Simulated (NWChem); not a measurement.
All runs are NWChem calculations. System: fluoromethane (CH$_{3}$F), charge 0, spin multiplicity 1, at a geometry optimised with PBE/def2-SVP. Level: G0W0@PBE/def2-TZVPP, RI basis def2-tzvpp-rifit.

Job file:

```
start mol
memory heap 200 mb stack 700 mb global 1700 mb
geometry units angstroms nocenter noautoz
  C      0.614026    -0.111602     0.000000
  F     -0.740435     0.134576     0.000000
  H      0.899919    -0.694065     0.904065
  H      0.899919    -0.694065    -0.904065
  H      1.179922     0.846560     0.000000
  symmetry group Cs
end
basis spherical
  * library def2-tzvpp
end
basis "ri basis" bse spherical
  * library def2-tzvpp-rifit
end
dft
  xc xpbe96 cpbe96
  iterations 100
  direct
  tolerances tight
end
task dft energy
gw
  states alpha occ 4 vir 2
end
task dft gw
```

Output (cleaned and shortened):

```
             Northwest Computational Chemistry Package (NWChem) 7.3.0
             --------------------------------------------------------

                                NWChem Input Module
                                -------------------

 Scaling coordinates for geometry "geometry" by  1.889725989
 (inverse scale =  0.529177249)

 Turning off AUTOSYM since
 SYMMETRY directive was detected!

                             Geometry "geometry" -> ""
                             -------------------------

 Output coordinates in angstroms (scale by  1.889725989 to convert to a.u.)

  No.       Tag          Charge          X              Y              Z
 ---- ---------------- ---------- -------------- -------------- --------------
    1 C                    6.0000     0.61402600    -0.11160200     0.00000000
    2 F                    9.0000    -0.74043500     0.13457600     0.00000000
    3 H                    1.0000     0.89991900    -0.69406500     0.90406500
    4 H                    1.0000     0.89991900    -0.69406500    -0.90406500
    5 H                    1.0000     1.17992200     0.84656000     0.00000000

 Effective nuclear repulsion energy (a.u.)      37.1710758309

            Nuclear Dipole moment (a.u.)
            ----------------------------
        X                 Y               Z
 ---------------- ---------------- ----------------
     0.0000018897     0.0000037795     0.0000000000

      Symmetry information
      --------------------

 Group name             Cs
 Group number              2
 Group order               2
 No. of unique centers     4

      Symmetry unique atoms

     1    2    3    5


 Summary of "ao basis" -> "" (spherical)
 ------------------------------------------------------------------------------
       Tag                 Description            Shells   Functions and Types
 ---------------- ------------------------------  ------  ---------------------
 *                         def2-tzvpp                 on all atoms

 new library libraries.bse/

 Summary of "ri basis" -> "" (spherical)
 ------------------------------------------------------------------------------
       Tag                 Description            Shells   Functions and Types
 ---------------- ------------------------------  ------  ---------------------
 *                      def2-tzvpp-rifit              on all atoms

  pbe96 is a nonlocal functional; adding pw91lda local functional.

                                 NWChem DFT Module
                                 -----------------

 Summary of "ao basis" -> "ao basis" (spherical)
 ------------------------------------------------------------------------------
       Tag                 Description            Shells   Functions and Types
 ---------------- ------------------------------  ------  ---------------------
 C                         def2-tzvpp               11       31   5s3p2d1f
 F                         def2-tzvpp               11       31   5s3p2d1f
 H                         def2-tzvpp                6       14   3s2p1d

 Summary of "ao basis" -> "ao basis" (spherical)
 ------------------------------------------------------------------------------
       Tag                 Description            Shells   Functions and Types
 ---------------- ------------------------------  ------  ---------------------
 C                         def2-tzvpp               11       31   5s3p2d1f
 F                         def2-tzvpp               11       31   5s3p2d1f
[...]
    38      0.405486  2 F  py                41      0.320740  2 F  py
    44      0.243056  2 F  py                 7     -0.196108  1 C  py
    92     -0.192866  5 H  s                 93     -0.158102  5 H  s
    10     -0.148176  1 C  py                91     -0.125527  5 H  s
    64      0.096433  3 H  s                 78      0.096433  4 H  s

 Vector   10  Occ=0.000000D+00  E= 2.893248D-02  Symmetry=a'
              MO Center=  7.5D-01, -1.4D-01, -2.1D-15, r^2= 4.6D+00
   Bfn.  Coefficient  Atom+Function         Bfn.  Coefficient  Atom+Function
  ----- ------------  ---------------      ----- ------------  ---------------
     5      2.566402  1 C  s                 65     -1.447439  3 H  s
    79     -1.447439  4 H  s                 93     -1.447434  5 H  s
    12      0.952671  1 C  px                 4      0.501342  1 C  s
     9      0.298576  1 C  px                36      0.299258  2 F  s
     6      0.192458  1 C  px                13     -0.173142  1 C  py

 Vector   11  Occ=0.000000D+00  E= 4.212616D-02  Symmetry=a'
              MO Center=  8.8D-01, -1.6D-01, -7.0D-17, r^2= 3.5D+00
   Bfn.  Coefficient  Atom+Function         Bfn.  Coefficient  Atom+Function
  ----- ------------  ---------------      ----- ------------  ---------------
     5      1.408353  1 C  s                 36     -0.936160  2 F  s
    12     -0.771494  1 C  px                 4      0.753363  1 C  s
    65     -0.569018  3 H  s                 79     -0.569018  4 H  s
    93     -0.568979  5 H  s                 43     -0.379826  2 F  px
     9     -0.210643  1 C  px                37     -0.205626  2 F  px

 Vector   12  Occ=0.000000D+00  E= 8.942127D-02  Symmetry=a"
              MO Center=  9.7D-01, -8.8D-01, -1.3D-09, r^2= 3.9D+00
   Bfn.  Coefficient  Atom+Function         Bfn.  Coefficient  Atom+Function
  ----- ------------  ---------------      ----- ------------  ---------------
    65      2.074493  3 H  s                 79     -2.074493  4 H  s
    14     -1.314171  1 C  pz                11     -0.372298  1 C  pz
     8     -0.300800  1 C  pz                45      0.174799  2 F  pz
    39      0.071005  2 F  pz                63      0.046051  3 H  s
    77     -0.046051  4 H  s                 42      0.039492  2 F  pz

 center of mass
 --------------
 x =  -0.20527512 y =   0.03730903 z =   0.00000000

 moments of inertia (a.u.)
 ------------------
          13.645017217267          10.337281316332           0.000000000000
          10.337281316332          68.641545098802           0.000000000000
           0.000000000000           0.000000000000          70.520203105772

     Multipole analysis of the density
     ---------------------------------

     L   x y z        total         alpha         beta         nuclear
     -   - - -        -----         -----         ----         -------
     0   0 0 0      0.000000     -9.000000     -9.000000     18.000000

     1   1 0 0      0.638091      0.319045      0.319045      0.000002
     1   0 1 0     -0.115971     -0.057987     -0.057987      0.000004
     1   0 0 1      0.000000      0.000000      0.000000      0.000000

     2   2 0 0     -9.333865    -22.894159    -22.894159     36.454452
     2   1 1 0      0.065523      2.815142      2.815142     -5.564761
     2   1 0 1     -0.000000     -0.000000     -0.000000      0.000000
     2   0 2 0     -8.985290     -7.917015     -7.917015      6.848739
     2   0 1 1     -0.000000     -0.000000     -0.000000      0.000000
     2   0 0 2     -8.973339     -7.405420     -7.405420      5.837501

 Task  times  cpu:        5.5s     wall:        5.5s

                                NWChem Input Module
                                -------------------

                                 NWChem GW Module
                                 ----------------

                             ***********************
                             ***        GW       ***
                             ***********************

 Summary of "ri basis" -> "ri basis" (spherical)
 ------------------------------------------------------------------------------
       Tag                 Description            Shells   Functions and Types
 ---------------- ------------------------------  ------  ---------------------
 C                      def2-tzvpp-rifit            22       76   8s6p4d3f1g
 F                      def2-tzvpp-rifit            22       76   8s6p4d3f1g
 H                      def2-tzvpp-rifit            10       30   4s3p2d1f

                 Memory Information
                 ------------------
          Available GA per process is          1699.9 MBs
          Available stack per process is        700.0 MBs
          Available heap per process is           0.0 MBs

          Peak memory in Initialization
              Peak GA per process is                  2.7 MBs
              Peak stack per process is               0.1 MBs
              Peak heap per process is                2.8 MBs
              Memory not in MA per process            0.0 MBs

          Peak memory in AFF Calculation
              Peak GA per process is                  9.2 MBs
              Peak stack per process is               5.6 MBs
              Peak heap per process is                0.0 MBs
              Memory not in MA per process            5.6 MBs

          Computing 2-center integrals
          Computing Inverse Cholesky factor
          Computing 3-center integrals
          Computing V_xc ...

          Computing Sigma_x
          Computing RPA polarizability
          Solving quasiparticle equations

                  Alpha Orbitals
          State     Energy (eV)     Error (eV)
          -----------------------------------
@GW         6        -16.060           0.003
@GW         7        -16.060           0.003
@GW         8        -12.550           0.003
@GW         9        -12.550           0.003
@GW        10          3.577           0.002
@GW        11          4.390           0.002

   Applying  -4.5927 eV scissor-shift to rest of particle states

   Applying   2.7897 eV scissor-shift to rest of hole states

     GW Timing Statistics
   ------------------------
   Init.   :          0.1s
     ERIs  :          0.4s
     Distr.:          0.0s
     Vxc   :          0.2s
   Sigma_x :          0.0s
   RPA     :          0.2s
   Wmn     :          0.0s
   Sigma_c :          0.0s
   GW total:          0.8s

 Task  times  cpu:        0.8s     wall:        0.8s

 Total times  cpu:        6.3s     wall:        6.3s
```
